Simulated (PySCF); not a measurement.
## Computed spin Hamiltonian

Species: C5H6Cl (doublet state).
Geometry (GFN2-xTB, Å), atoms numbered from 1 in this order:
```xyz
12
C5H6Cl angstrom
C      2.4404   -0.6060    0.3746
C      1.5358    0.1380    0.1312
C      0.4294    1.0290   -0.1813
C     -0.7557    0.2960   -0.6977
C     -1.3334   -0.7899    0.0330
Cl    -2.6004   -0.0917    1.2858
H      3.2445   -1.2458    0.5861
H      0.7644    1.7782   -0.9026
H      0.1606    1.5524    0.7496
H     -1.2984    0.7183   -1.5270
H     -1.9499   -1.4617   -0.5552
H     -0.6362   -1.3175    0.6774
```

The hyperfine couplings belong to this conformer and change with its torsions.

The species is `C#CC[CH]CCl` [radical].

The calculation used UKS B3LYP, pcH-1 on C Cl H, non-relativistic, mean-field spin-orbit, GIAO in PySCF. Isolated species at its GFN2-xTB geometry (one conformer only). Couplings are sensitive to structure, and on GFN2-xTB geometries they can be far from those on DFT ones. No stability test was run, so a lower SCF solution isn't excluded.

| Item | Value |
| --- | --- |
| g1, g2, g3 | 2.00218, 2.00228, 2.00706 |
| g_iso | 2.00384 |
| Form of g | close to axial: the two nearest values differ by 2 % of g3 − g1 |
| ⟨S²⟩ | 0.7556 (exact 0.7500) |
| Total energy | -654.23794 Eh |
| Basis functions | 220 |

Isotropic coupling and dipolar principal values T1 to T3, in mT; ρ(0) is the spin density at the nucleus (MHz turned into mT with g_iso):

```json
{"atom": "C1", "isotope": "13C", "a_iso": "0.09", "of which spin–orbit": "0.00", "T1": "-0.06", "T2": "0.02", "T3": "0.04", "Mulliken spin population": "0.00", "ρ(0) (bohr⁻³)": "0.0022"}
{"atom": "C2", "isotope": "13C", "a_iso": "1.68", "of which spin–orbit": "0.00", "T1": "-0.08", "T2": "-0.07", "T3": "0.15", "Mulliken spin population": "0.02", "ρ(0) (bohr⁻³)": "0.0419"}
{"atom": "C3", "isotope": "13C", "a_iso": "-1.02", "of which spin–orbit": "0.00", "T1": "-0.07", "T2": "0.00", "T3": "0.08", "Mulliken spin population": "-0.07", "ρ(0) (bohr⁻³)": "-0.0254"}
{"atom": "C4", "isotope": "13C", "a_iso": "3.15", "of which spin–orbit": "0.00", "T1": "-2.68", "T2": "-2.65", "T3": "5.33", "Mulliken spin population": "0.92", "ρ(0) (bohr⁻³)": "0.0787"}
{"atom": "C5", "isotope": "13C", "a_iso": "-0.01", "of which spin–orbit": "0.00", "T1": "-0.19", "T2": "0.01", "T3": "0.18", "Mulliken spin population": "-0.07", "ρ(0) (bohr⁻³)": "-0.0002"}
{"atom": "Cl6", "isotope": "35Cl", "a_iso": "1.61", "of which spin–orbit": "0.05", "T1": "-1.26", "T2": "-1.20", "T3": "2.46", "Mulliken spin population": "0.17", "ρ(0) (bohr⁻³)": "0.0995"}
{"atom": "H7", "isotope": "1H", "a_iso": "0.01", "of which spin–orbit": "0.00", "T1": "-0.04", "T2": "-0.02", "T3": "0.06", "Mulliken spin population": "0.00", "ρ(0) (bohr⁻³)": "0.0001"}
{"atom": "H8", "isotope": "1H", "a_iso": "0.27", "of which spin–orbit": "0.00", "T1": "-0.18", "T2": "-0.13", "T3": "0.31", "Mulliken spin population": "0.00", "ρ(0) (bohr⁻³)": "0.0017"}
{"atom": "H9", "isotope": "1H", "a_iso": "4.21", "of which spin–orbit": "0.00", "T1": "-0.19", "T2": "-0.09", "T3": "0.28", "Mulliken spin population": "0.05", "ρ(0) (bohr⁻³)": "0.0264"}
{"atom": "H10", "isotope": "1H", "a_iso": "-2.03", "of which spin–orbit": "0.00", "T1": "-1.25", "T2": "-0.05", "T3": "1.30", "Mulliken spin population": "-0.04", "ρ(0) (bohr⁻³)": "-0.0128"}
{"atom": "H11", "isotope": "1H", "a_iso": "0.93", "of which spin–orbit": "0.00", "T1": "-0.23", "T2": "-0.08", "T3": "0.31", "Mulliken spin population": "0.01", "ρ(0) (bohr⁻³)": "0.0058"}
{"atom": "H12", "isotope": "1H", "a_iso": "0.51", "of which spin–orbit": "0.00", "T1": "-0.21", "T2": "-0.10", "T3": "0.31", "Mulliken spin population": "0.01", "ρ(0) (bohr⁻³)": "0.0032"}
```

Largest spin populations (Mulliken): C4 (+0.92), Cl6 (+0.17), C5 (-0.07) and C3 (-0.07). The positive populations add up to 1.18 and the negative ones to -0.18, together 2S = 1. The angles at C4 add up to 358.8°, so it is planar; its axial dipolar tensor and the negative coupling of its proton fit spin in a p orbital normal to that plane.

Under fast tumbling the dipolar parts average out, and these isotropic splittings remain: 2 × 1H (H8/H9, I = 1/2, 3 lines) with 2.24 mT, 1 × 1H (H10, I = 1/2, 2 lines) with 2.03 mT, 1 × 35Cl (Cl6, I = 3/2, 4 lines) with 1.61 mT and 2 × 1H (H11/H12, I = 1/2, 3 lines) with 0.72 mT.

Means are taken over nuclei equivalent by connectivity, which assumes that they swap fast. The 1H value of +62.8 MHz is a mean of couplings from 7.5 to 118.0 MHz in this one geometry, not an average over conformers. The 1H value of +20.1 MHz is a mean of couplings from 14.3 to 26.0 MHz in this one geometry, not an average over conformers.

Main isotope only: 35Cl (natural samples also hold 24 % 37Cl, magnetic too, which adds its own pattern).

The 13C coupling of C4 (88.4 MHz) shows only in satellite lines or after enrichment, since that isotope makes up about 1.07 % of natural carbon.
